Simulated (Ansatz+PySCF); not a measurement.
Values are calculated unless marked as measured or tabulated.
## Ansatz (development build ahead of 0.2.0) run

```yaml
crystal:
  periodic: [false, false, false]
  atoms:
    - { symbol: C, position_ang: [0.0, 0.0, 0.0] }
    - { symbol: Cl, position_ang: [0.67874, 0.90499, 1.95936] }
basis:
  gaussian: { orbitals: STO-3G }
magnetization:
  initial_magnetization: 3
hamiltonian:
  xc: hf
correlation:
  method: fci
  frozen_orbitals: { C: 1, Cl: 5 }
```

The input is written out in the form of the current development build from the run's settings.

The run gave:

```yaml
Converged: yes
Total_energy: -491.77741 hartree
State: lowest quartet root, of any spatial symmetry
```
